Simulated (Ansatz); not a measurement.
# CH₈SSi (SMILES S.C[SiH3]): molecular dynamics

The task is to watch the atoms for 60 steps of 0.5 fs, started with velocities for 700 K and run at constant energy.

Method: PBE0-D4/STO-3G; program: Ansatz 0.2.0, Gaussian basis.

116 further runs of the same task are left out: 116 set aside as unsound or not needed.

### Step 1. The starting structure

The start, a pair relaxed at PBE0-D4: 11 atoms, charge 0, spin multiplicity 1.

Atoms are counted from 1 here; the program's logs count them from 0.

Bond lengths: S1–H2 1.341 Å, S1–H3 1.341 Å, C4–Si5 1.872 Å, C4–H6 1.092 Å, C4–H7 1.092 Å, C4–H8 1.092 Å, Si5–H9 1.489 Å, Si5–H10 1.486 Å, Si5–H11 1.489 Å. Angles: H2–S1–H3 92.3°, Si5–C4–H6 110.9°, Si5–C4–H7 110.8°, Si5–C4–H8 110.8°, H6–C4–H7 108.1°, H6–C4–H8 108.1°, H7–C4–H8 108.0°, C4–Si5–H9 110.2°, C4–Si5–H10 110.8°, C4–Si5–H11 110.2°, H9–Si5–H10 108.7°, H9–Si5–H11 108.1°, H10–Si5–H11 108.8°.

Coordinates:

```xyz
11

S    -0.9676   -0.3759   -3.3840
H     0.3040   -0.7674   -3.2120
H    -0.6634    0.9051   -3.1272
C     0.4469    0.1412    2.1523
Si   -0.0916   -0.0731    0.3724
H     1.4252    0.6237    2.2088
H     0.5166   -0.8257    2.6558
H    -0.2673    0.7579    2.7025
H    -0.1742    1.2514   -0.3023
H    -1.4227   -0.7288    0.3003
H     0.8942   -0.9086   -0.3664
```

### Step 2. The run

File md/in.yaml:

```yaml
crystal:
  periodic: [false, false, false]
  atoms:
    - {symbol: S, position_ang: [-0.967559, -0.375851, -3.383953]}
    - {symbol: H, position_ang: [0.303959, -0.767384, -3.212007]}
    - {symbol: H, position_ang: [-0.663394, 0.905141, -3.127223]}
    - {symbol: C, position_ang: [0.446901, 0.141159, 2.152269]}
    - {symbol: Si, position_ang: [-0.091629, -0.073117, 0.372438]}
    - {symbol: H, position_ang: [1.425211, 0.623703, 2.208792]}
    - {symbol: H, position_ang: [0.516560, -0.825750, 2.655784]}
    - {symbol: H, position_ang: [-0.267333, 0.757947, 2.702474]}
    - {symbol: H, position_ang: [-0.174173, 1.251379, -0.302335]}
    - {symbol: H, position_ang: [-1.422674, -0.728765, 0.300289]}
    - {symbol: H, position_ang: [0.894231, -0.908560, -0.366428]}
basis:
  gaussian: {orbitals: STO-3G}
hamiltonian: {xc: pbe0, dispersion: d4}
md: {n_steps: 60, timestep: 0.5, temperature: 700, ensemble: nve, seed: 726, initial_velocities: maxwell_boltzmann}
```

The run is started by

```console
$ ansatz run in.yaml --threads 4 --pin off --events-out ev --progress --plain --max-ram 9574MiB
```

Standard output:

```text
Functional definition: PBE0
  name "PBE0"
  cite "Adamo & Barone, J. Chem. Phys. 110, 6158 (1999) doi:10.1063/1.478522"
  cite "Perdew, Burke & Ernzerhof, Phys. Rev. Lett. 77, 3865 (1996) doi:10.1103/PhysRevLett.77.3865"
  parent pbe
  parameter a = 0.25
  parameter kappa = 0.804
  parameter beta = 0.06672455060314922
  exchange = (1 - a)*pbe_x(kappa = kappa, mu = beta*pi^2/3) + a*exact_x
  correlation = pbe_c(beta = beta)
401 factors; integrals over basis functions are off by at most 1.3e-5 eV
mean field evaluation 1: about -19646.7862 eV, gradient 1.4e1 eV
mean field evaluation 2: about -19647.2020 eV, gradient 8.3e0 eV
mean field evaluation 4: about -19647.4413 eV, gradient 2.4e-1 eV
mean field evaluation 8: about -19647.4014 eV, gradient 2.0e-4 eV
mean field -19647.40142986 eV, -722.0286850602 hartree, gradient 2.1e-5 eV, S^2 0.000000; 0 other end points of the search recorded, 0 dependent functions left out
the calculation of the forces begins
reference -19647.40144775 eV, -722.0286857176 hartree; 22, 22 occupied and 9, 9 virtual orbitals, 401 factors
md step     0: t =     0.00 fs  T =   700.0 K  F+E_penalty+E_count = -19647.53907387 eV  E_kin = 0.814338 eV  conserved = -19646.72473588 eV  (18 SCF iters)
these checks for a lower state are left out or cut short: starts, cluster_reference, orbital_swaps, neighbouring_geometries, increment
401 factors; integrals over basis functions are off by at most 1.3e-5 eV
mean field evaluation 16: about -19647.3855 eV, gradient 1.0e-4 eV
mean field -19647.38549373 eV, -722.0280994183 hartree, gradient 1.1e-5 eV, S^2 0.000000; 0 other end points of the search recorded, 0 dependent functions left out
the calculation of the forces begins
reference -19647.38551159 eV, -722.0281000748 hartree; 22, 22 occupied and 9, 9 virtual orbitals, 401 factors
md step     1: t =     0.50 fs  T =   686.7 K  F+E_penalty+E_count = -19647.52322526 eV  E_kin = 0.798900 eV  conserved = -19646.72432531 eV  (22 SCF iters, 3 dispersion substeps)
these checks for a lower state are left out or cut short: starts, cluster_reference, orbital_swaps, neighbouring_geometries, increment
401 factors; integrals over basis functions are off by at most 1.3e-5 eV
mean field -19647.31750554 eV, -722.0256008985 hartree, gradient 1.1e-5 eV, S^2 0.000000; 0 other end points of the search recorded, 0 dependent functions left out
the calculation of the forces begins
reference -19647.31752338 eV, -722.0256015540 hartree; 22, 22 occupied and 9, 9 virtual orbitals, 401 factors
md step     2: t =     1.00 fs  T =   629.9 K  F+E_penalty+E_count = -19647.45533038 eV  E_kin = 0.732736 eV  conserved = -19646.72259457 eV  (22 SCF iters, 3 dispersion substeps)
[... from here on, the SCF cycles and remarks between the steps are left out ...]
md step     3: t =     1.50 fs  T =   552.1 K  F+E_penalty+E_count = -19647.36254407 eV  E_kin = 0.642282 eV  conserved = -19646.72026194 eV  (22 SCF iters, 3 dispersion substeps)
md step     4: t =     2.00 fs  T =   483.4 K  F+E_penalty+E_count = -19647.28090511 eV  E_kin = 0.562404 eV  conserved = -19646.71850125 eV  (22 SCF iters, 3 dispersion substeps)
md step     5: t =     2.50 fs  T =   446.4 K  F+E_penalty+E_count = -19647.23751988 eV  E_kin = 0.519311 eV  conserved = -19646.71820921 eV  (22 SCF iters, 3 dispersion substeps)
md step     6: t =     3.00 fs  T =   445.2 K  F+E_penalty+E_count = -19647.23720018 eV  E_kin = 0.517890 eV  conserved = -19646.71931045 eV  (22 SCF iters, 3 dispersion substeps)
md step     7: t =     3.50 fs  T =   466.3 K  F+E_penalty+E_count = -19647.26334421 eV  E_kin = 0.542437 eV  conserved = -19646.72090693 eV  (23 SCF iters, 3 dispersion substeps)
md step     8: t =     4.00 fs  T =   489.1 K  F+E_penalty+E_count = -19647.29103821 eV  E_kin = 0.568954 eV  conserved = -19646.72208415 eV  (23 SCF iters, 3 dispersion substeps)
md step     9: t =     4.50 fs  T =   497.3 K  F+E_penalty+E_count = -19647.30099697 eV  E_kin = 0.578522 eV  conserved = -19646.72247504 eV  (23 SCF iters, 3 dispersion substeps)
md step    10: t =     5.00 fs  T =   484.5 K  F+E_penalty+E_count = -19647.28584915 eV  E_kin = 0.563637 eV  conserved = -19646.72221265 eV  (23 SCF iters, 3 dispersion substeps)
md step    11: t =     5.50 fs  T =   453.2 K  F+E_penalty+E_count = -19647.24880771 eV  E_kin = 0.527201 eV  conserved = -19646.72160626 eV  (23 SCF iters, 3 dispersion substeps)
md step    12: t =     6.00 fs  T =   411.1 K  F+E_penalty+E_count = -19647.19920230 eV  E_kin = 0.478300 eV  conserved = -19646.72090223 eV  (23 SCF iters, 3 dispersion substeps)
md step    13: t =     6.50 fs  T =   368.2 K  F+E_penalty+E_count = -19647.14854494 eV  E_kin = 0.428325 eV  conserved = -19646.72022021 eV  (23 SCF iters, 3 dispersion substeps)
md step    14: t =     7.00 fs  T =   334.1 K  F+E_penalty+E_count = -19647.10830376 eV  E_kin = 0.388692 eV  conserved = -19646.71961214 eV  (23 SCF iters, 3 dispersion substeps)
md step    15: t =     7.50 fs  T =   317.6 K  F+E_penalty+E_count = -19647.08865392 eV  E_kin = 0.369479 eV  conserved = -19646.71917481 eV  (23 SCF iters, 3 dispersion substeps)
md step    16: t =     8.00 fs  T =   324.5 K  F+E_penalty+E_count = -19647.09664038 eV  E_kin = 0.377513 eV  conserved = -19646.71912718 eV  (19 SCF iters, 3 dispersion substeps)
md step    17: t =     8.50 fs  T =   355.1 K  F+E_penalty+E_count = -19647.13280973 eV  E_kin = 0.413090 eV  conserved = -19646.71971961 eV  (23 SCF iters, 3 dispersion substeps)
md step    18: t =     9.00 fs  T =   401.3 K  F+E_penalty+E_count = -19647.18779427 eV  E_kin = 0.466840 eV  conserved = -19646.72095476 eV  (23 SCF iters, 3 dispersion substeps)
md step    19: t =     9.50 fs  T =   447.4 K  F+E_penalty+E_count = -19647.24283054 eV  E_kin = 0.520474 eV  conserved = -19646.72235681 eV  (23 SCF iters, 3 dispersion substeps)
md step    20: t =    10.00 fs  T =   476.3 K  F+E_penalty+E_count = -19647.27722364 eV  E_kin = 0.554106 eV  conserved = -19646.72311777 eV  (23 SCF iters, 3 dispersion substeps)
md step    21: t =    10.50 fs  T =   479.3 K  F+E_penalty+E_count = -19647.28028881 eV  E_kin = 0.557637 eV  conserved = -19646.72265152 eV  (23 SCF iters, 3 dispersion substeps)
md step    22: t =    11.00 fs  T =   462.8 K  F+E_penalty+E_count = -19647.25960670 eV  E_kin = 0.538447 eV  conserved = -19646.72115974 eV  (23 SCF iters, 3 dispersion substeps)
md step    23: t =    11.50 fs  T =   445.2 K  F+E_penalty+E_count = -19647.23757829 eV  E_kin = 0.517927 eV  conserved = -19646.71965163 eV  (23 SCF iters, 3 dispersion substeps)
md step    24: t =    12.00 fs  T =   444.6 K  F+E_penalty+E_count = -19647.23643351 eV  E_kin = 0.517236 eV  conserved = -19646.71919793 eV  (22 SCF iters, 3 dispersion substeps)
md step    25: t =    12.50 fs  T =   466.4 K  F+E_penalty+E_count = -19647.26263256 eV  E_kin = 0.542609 eV  conserved = -19646.72002323 eV  (23 SCF iters, 3 dispersion substeps)
md step    26: t =    13.00 fs  T =   500.4 K  F+E_penalty+E_count = -19647.30351257 eV  E_kin = 0.582117 eV  conserved = -19646.72139551 eV  (23 SCF iters, 3 dispersion substeps)
md step    27: t =    13.50 fs  T =   529.1 K  F+E_penalty+E_count = -19647.33785640 eV  E_kin = 0.615500 eV  conserved = -19646.72235674 eV  (23 SCF iters, 3 dispersion substeps)
md step    28: t =    14.00 fs  T =   539.6 K  F+E_penalty+E_count = -19647.35019390 eV  E_kin = 0.627773 eV  conserved = -19646.72242139 eV  (23 SCF iters, 3 dispersion substeps)
md step    29: t =    14.50 fs  T =   530.2 K  F+E_penalty+E_count = -19647.33853460 eV  E_kin = 0.616830 eV  conserved = -19646.72170465 eV  (23 SCF iters, 3 dispersion substeps)
md step    30: t =    15.00 fs  T =   509.2 K  F+E_penalty+E_count = -19647.31307229 eV  E_kin = 0.592402 eV  conserved = -19646.72067068 eV  (22 SCF iters, 3 dispersion substeps)
md step    31: t =    15.50 fs  T =   489.5 K  F+E_penalty+E_count = -19647.28928725 eV  E_kin = 0.569455 eV  conserved = -19646.71983219 eV  (22 SCF iters, 3 dispersion substeps)
md step    32: t =    16.00 fs  T =   481.8 K  F+E_penalty+E_count = -19647.28001934 eV  E_kin = 0.560473 eV  conserved = -19646.71954631 eV  (22 SCF iters, 3 dispersion substeps)
md step    33: t =    16.50 fs  T =   489.9 K  F+E_penalty+E_count = -19647.28985411 eV  E_kin = 0.569946 eV  conserved = -19646.71990834 eV  (19 SCF iters, 3 dispersion substeps)
md step    34: t =    17.00 fs  T =   509.6 K  F+E_penalty+E_count = -19647.31355131 eV  E_kin = 0.592798 eV  conserved = -19646.72075308 eV  (22 SCF iters, 3 dispersion substeps)
md step    35: t =    17.50 fs  T =   530.2 K  F+E_penalty+E_count = -19647.33858179 eV  E_kin = 0.616857 eV  conserved = -19646.72172522 eV  (22 SCF iters, 3 dispersion substeps)
md step    36: t =    18.00 fs  T =   539.9 K  F+E_penalty+E_count = -19647.35051591 eV  E_kin = 0.628076 eV  conserved = -19646.72244008 eV  (22 SCF iters, 3 dispersion substeps)
md step    37: t =    18.50 fs  T =   529.8 K  F+E_penalty+E_count = -19647.33899988 eV  E_kin = 0.616378 eV  conserved = -19646.72262200 eV  (22 SCF iters, 3 dispersion substeps)
md step    38: t =    19.00 fs  T =   498.4 K  F+E_penalty+E_count = -19647.30200174 eV  E_kin = 0.579787 eV  conserved = -19646.72221481 eV  (22 SCF iters, 3 dispersion substeps)
md step    39: t =    19.50 fs  T =   451.6 K  F+E_penalty+E_count = -19647.24671975 eV  E_kin = 0.525354 eV  conserved = -19646.72136555 eV  (22 SCF iters, 3 dispersion substeps)
md step    40: t =    20.00 fs  T =   401.4 K  F+E_penalty+E_count = -19647.18733246 eV  E_kin = 0.467017 eV  conserved = -19646.72031566 eV  (22 SCF iters, 3 dispersion substeps)
md step    41: t =    20.50 fs  T =   362.5 K  F+E_penalty+E_count = -19647.14103978 eV  E_kin = 0.421680 eV  conserved = -19646.71936026 eV  (22 SCF iters, 3 dispersion substeps)
md step    42: t =    21.00 fs  T =   347.4 K  F+E_penalty+E_count = -19647.12301247 eV  E_kin = 0.404105 eV  conserved = -19646.71890784 eV  (23 SCF iters, 3 dispersion substeps)
md step    43: t =    21.50 fs  T =   361.5 K  F+E_penalty+E_count = -19647.13986534 eV  E_kin = 0.420508 eV  conserved = -19646.71935752 eV  (23 SCF iters, 3 dispersion substeps)
md step    44: t =    22.00 fs  T =   398.2 K  F+E_penalty+E_count = -19647.18389549 eV  E_kin = 0.463203 eV  conserved = -19646.72069220 eV  (22 SCF iters, 3 dispersion substeps)
md step    45: t =    22.50 fs  T =   439.7 K  F+E_penalty+E_count = -19647.23379425 eV  E_kin = 0.511506 eV  conserved = -19646.72228799 eV  (23 SCF iters, 3 dispersion substeps)
md step    46: t =    23.00 fs  T =   465.1 K  F+E_penalty+E_count = -19647.26427923 eV  E_kin = 0.541012 eV  conserved = -19646.72326753 eV  (23 SCF iters, 3 dispersion substeps)
md step    47: t =    23.50 fs  T =   460.8 K  F+E_penalty+E_count = -19647.25916891 eV  E_kin = 0.536023 eV  conserved = -19646.72314548 eV  (23 SCF iters, 3 dispersion substeps)
md step    48: t =    24.00 fs  T =   427.3 K  F+E_penalty+E_count = -19647.21908997 eV  E_kin = 0.497050 eV  conserved = -19646.72203992 eV  (23 SCF iters, 3 dispersion substeps)
md step    49: t =    24.50 fs  T =   377.8 K  F+E_penalty+E_count = -19647.16004568 eV  E_kin = 0.439545 eV  conserved = -19646.72050085 eV  (23 SCF iters, 3 dispersion substeps)
md step    50: t =    25.00 fs  T =   331.8 K  F+E_penalty+E_count = -19647.10518137 eV  E_kin = 0.386011 eV  conserved = -19646.71917014 eV  (20 SCF iters, 3 dispersion substeps)
md step    51: t =    25.50 fs  T =   306.5 K  F+E_penalty+E_count = -19647.07497866 eV  E_kin = 0.356511 eV  conserved = -19646.71846800 eV  (23 SCF iters, 3 dispersion substeps)
md step    52: t =    26.00 fs  T =   311.2 K  F+E_penalty+E_count = -19647.08050359 eV  E_kin = 0.362003 eV  conserved = -19646.71850060 eV  (23 SCF iters, 3 dispersion substeps)
md step    53: t =    26.50 fs  T =   345.8 K  F+E_penalty+E_count = -19647.12143516 eV  E_kin = 0.402295 eV  conserved = -19646.71914065 eV  (23 SCF iters, 3 dispersion substeps)
md step    54: t =    27.00 fs  T =   402.0 K  F+E_penalty+E_count = -19647.18780876 eV  E_kin = 0.467628 eV  conserved = -19646.72018112 eV  (23 SCF iters, 3 dispersion substeps)
md step    55: t =    27.50 fs  T =   465.8 K  F+E_penalty+E_count = -19647.26327731 eV  E_kin = 0.541863 eV  conserved = -19646.72141411 eV  (23 SCF iters, 3 dispersion substeps)
md step    56: t =    28.00 fs  T =   521.0 K  F+E_penalty+E_count = -19647.32865543 eV  E_kin = 0.606055 eV  conserved = -19646.72260016 eV  (23 SCF iters, 3 dispersion substeps)
md step    57: t =    28.50 fs  T =   552.4 K  F+E_penalty+E_count = -19647.36604457 eV  E_kin = 0.642644 eV  conserved = -19646.72340099 eV  (23 SCF iters, 3 dispersion substeps)
md step    58: t =    29.00 fs  T =   550.9 K  F+E_penalty+E_count = -19647.36426265 eV  E_kin = 0.640847 eV  conserved = -19646.72341543 eV  (23 SCF iters, 3 dispersion substeps)
md step    59: t =    29.50 fs  T =   517.8 K  F+E_penalty+E_count = -19647.32482715 eV  E_kin = 0.602433 eV  conserved = -19646.72239389 eV  (23 SCF iters, 3 dispersion substeps)
these checks for a lower state are left out or cut short: starts, cluster_reference, orbital_swaps, neighbouring_geometries, increment
402 factors; integrals over basis functions are off by at most 2.3e-5 eV
mean field -19647.13069001 eV, -722.0187355544 hartree, gradient 1.0e-5 eV, S^2 0.000000; 0 other end points of the search recorded, 0 dependent functions left out
the calculation of the forces begins
reference -19647.13070785 eV, -722.0187362101 hartree; 22, 22 occupied and 9, 9 virtual orbitals, 402 factors
402 factors; integrals over basis functions are off by at most 2.3e-5 eV
mean field -19647.13069001 eV, -722.0187355544 hartree, gradient 1.0e-5 eV, S^2 0.000000; 1 other end points of the search recorded, 0 dependent functions left out
the calculation of the forces begins
reference -19647.13070785 eV, -722.0187362101 hartree; 22, 22 occupied and 9, 9 virtual orbitals, 402 factors
md step    60: t =    30.00 fs  T =   468.1 K  F+E_penalty+E_count = -19647.26514761 eV  E_kin = 0.544576 eV  conserved = -19646.72057140 eV  (19 SCF iters, 3 dispersion substeps)
Total energy: -19647.26516545 eV, -722.0236774358 hartree
Atom 0 at    -0.969346    -0.319196    -3.465560 Å, force    -1.580899     1.502731    -0.088343 eV/Å
Atom 1 at     0.053616    -1.089662    -3.345909 Å, force     1.837625    -1.974552     0.044369 eV/Å
Atom 2 at    -0.193839     0.646013    -2.934620 Å, force    -0.253470     0.468388     0.029221 eV/Å
Atom 3 at     0.512654     0.310472     2.184014 Å, force     2.691714    -0.432980    -2.524224 eV/Å
Atom 4 at    -0.132563    -0.193002     0.435924 Å, force     1.350112    -0.172968     1.805132 eV/Å
Atom 5 at     1.628652     0.550690     2.138164 Å, force    -1.758783    -0.194358    -0.012529 eV/Å
Atom 6 at     0.417461    -0.433804     2.943852 Å, force    -0.368293    -1.061283     0.540887 eV/Å
Atom 7 at     0.008411     1.173021     2.514251 Å, force    -0.872393     1.644038     0.627124 eV/Å
Atom 8 at    -0.706184     0.905773    -0.225376 Å, force    -0.406976     0.892455    -0.426268 eV/Å
Atom 9 at    -1.102189    -1.198724     0.607172 Å, force    -0.766368    -0.684932    -0.007312 eV/Å
Atom 10 at     0.920301    -0.724799    -0.389725 Å, force     0.127731     0.013459     0.011944 eV/Å
Dipole moment:     0.213267     0.034974     0.085410 e Å
```

Wall time 18 s (4 threads of INTEL XEON PLATINUM 8581C at 2.10GHz, shared host).

### Step 3. The trajectory

Every 3 steps:

```
time (fs)  T (K)  potential (meV)  potential + kinetic (meV)  S1–H2 (Å)  C4–H8 (Å)  Si5–H11 (Å)
     0.00    700              0.0                        0.0      1.341      1.092        1.489
     1.50    552            176.5                        4.5      1.409      1.035        1.507
     3.00    445            301.9                        5.4      1.443      1.038        1.495
     4.50    497            238.1                        2.3      1.424      1.098        1.457
     6.00    411            339.9                        3.8      1.364      1.155        1.413
     7.50    318            450.4                        5.6      1.298      1.164        1.387
     9.00    401            351.3                        3.8      1.278      1.117        1.398
    10.50    479            258.8                        2.1      1.321      1.051        1.437
    12.00    445            302.6                        5.5      1.391      1.028        1.482
    13.50    529            201.2                        2.4      1.439      1.072        1.508
    15.00    509            226.0                        4.1      1.438      1.138        1.503
    16.50    490            249.2                        4.8      1.389      1.168        1.469
    18.00    540            188.6                        2.3      1.318      1.143        1.421
    19.50    452            292.4                        3.4      1.276      1.081        1.387
    21.00    347            416.1                        5.8      1.297      1.034        1.388
    22.50    440            305.3                        2.4      1.363      1.050        1.424
    24.00    427            320.0                        2.7      1.423      1.110        1.473
    25.50    306            464.1                        6.3      1.442      1.158        1.508
    27.00    402            351.3                        4.6      1.409      1.158        1.514
    28.50    552            173.0                        1.3      1.343      1.110        1.487
    30.00    468            273.9                        4.2      1.286      1.052        1.440
```

Energies count from the start.

Positions (Å) and forces (eV/Å) at 12.00 fs:

```xyz
11

S    -0.971   -0.352   -3.417    0.901   -0.799    0.028
H     0.273   -0.956   -3.265   -1.037    0.530   -0.121
H    -0.473    0.835   -3.031    0.136    0.265    0.084
C     0.464    0.223    2.119    2.973   -0.716   -1.310
Si   -0.110   -0.123    0.427   -0.004    0.251   -3.066
H     1.539    0.522    2.157   -1.058    0.066   -0.224
H     0.427   -0.694    2.626   -0.111   -1.802    1.392
H    -0.109    0.898    2.641   -1.701    2.218    1.529
H    -0.333    1.147   -0.326   -0.113   -0.979    0.710
H    -1.288   -1.017    0.306    0.685    0.733    0.372
H     0.988   -0.769   -0.329   -0.672    0.233    0.606
```

Positions (Å) and forces (eV/Å) at 30.00 fs:

```xyz
11

S    -0.969   -0.319   -3.466   -1.581    1.503   -0.088
H     0.054   -1.090   -3.346    1.838   -1.975    0.044
H    -0.194    0.646   -2.935   -0.253    0.468    0.029
C     0.513    0.310    2.184    2.692   -0.433   -2.524
Si   -0.133   -0.193    0.436    1.350   -0.173    1.805
H     1.629    0.551    2.138   -1.759   -0.194   -0.013
H     0.417   -0.434    2.944   -0.368   -1.061    0.541
H     0.008    1.173    2.514   -0.872    1.644    0.627
H    -0.706    0.906   -0.225   -0.407    0.892   -0.426
H    -1.102   -1.199    0.607   -0.766   -0.685   -0.007
H     0.920   -0.725   -0.390    0.128    0.013    0.012
```

### Step 4. Results

```
                                                 quantity              value
                                                   length  60 steps, 30.0 fs
                                 temperature at the start              700 K
                            mean temperature, second half              447 K
lowest and highest potential energy, from the first frame      0 and 464 meV
                    largest change of potential + kinetic            6.5 meV
```

With no thermostat the total energy should stay fixed; it holds within 6.5 meV, small beside the kinetic energy, so the time step serves. With 11 atoms the instant temperature spans 306 to 700 K. No bond breaks or forms, judged by distance.
